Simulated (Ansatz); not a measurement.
The input, for Ansatz 0.2.0:

```yaml
crystal:
  periodic: [false, false, false]
  atoms:
    - {symbol: S, position_ang: [0.000000, -0.035586, 0.000000]}
    - {symbol: H, position_ang: [0.000000, 1.199414, 0.000000]}
    - {symbol: H, position_ang: [0.000000, -0.033675, 1.520127]}
    - {symbol: H, position_ang: [0.000000, -0.033675, -1.520127]}
basis:
  gaussian: {orbitals: def2-mTZVP}
total_charge: 1
magnetization: {spin_polarized: true, initial_magnetization: 2}
hamiltonian: {xc: {name: PBE}}
correlation: {method: ccsdt_q, electrons: outside_noble_gas}
```

```sh
$ ansatz run in.yaml --threads 1 --pin off --events-out ev --progress --plain --max-ram 2393MiB
```

The program prints:

```
500 factors; integrals over basis functions are off by at most 2.4e-7 eV
mean field evaluation 1: about -10864.5211 eV, gradient 1.6e1 eV
mean field evaluation 2: about -10864.5097 eV, gradient 1.6e1 eV
mean field evaluation 4: about -10865.9124 eV, gradient 1.3e0 eV
mean field evaluation 8: about -10865.9224 eV, gradient 7.4e-3 eV
mean field evaluation 16: about -10865.9224 eV, gradient 3.3e-6 eV
mean field -10865.92237458 eV, -399.3152820791 hartree, gradient 3.3e-6 eV, S^2 2.006849; 0 other end points of the search recorded, 0 dependent functions left out
5 core orbitals not correlated: weight in the atoms' cores, before any rotation towards them, 1.000 or more for the frozen orbitals, at most 0.000 for the correlated occupied ones
reference -10851.71891398 eV, -398.7933145294 hartree; 5, 3 occupied and 21, 23 virtual orbitals, 500 factors
second order -3.19420126 eV of doubles, -0.19356735 eV of singles
cycle   1  -3.79779815 eV  change   -4.1e-1 eV  update   5.4e-2
cycle   2  -4.05299339 eV  change   -2.6e-1 eV  update   2.4e-2
cycle   3  -4.09337695 eV  change   -4.0e-2 eV  update   9.2e-3
cycle   4  -4.09708676 eV  change   -3.7e-3 eV  update   3.9e-3
cycle   5  -4.09720032 eV  change   -1.1e-4 eV  update   1.1e-3
cycle   6  -4.09713419 eV  change    6.6e-5 eV  update   3.5e-4
cycle   7  -4.09724506 eV  change   -1.1e-4 eV  update   1.2e-4
cycle   8  -4.09726240 eV  change   -1.7e-5 eV  update   4.5e-5
cycle   9  -4.09722636 eV  change    3.6e-5 eV  update   1.9e-5
cycle  10  -4.09722652 eV  change   -1.6e-7 eV  update   6.2e-6
cycle  11  -4.09723401 eV  change   -7.5e-6 eV  update   2.4e-6
cycle  12  -4.09723326 eV  change    7.5e-7 eV  update   7.1e-7
cycle  13  -4.09723264 eV  change    6.2e-7 eV  update   3.2e-7
perturbative correction -0.00317297 eV, -0.0001166045 hartree
Total energy: -10855.81931958 eV, -398.9440016560 hartree
```

Ran on 1 thread of Intel Xeon 6975P-C, shared host: 2.8 s wall, 0.15 GiB peak host memory.
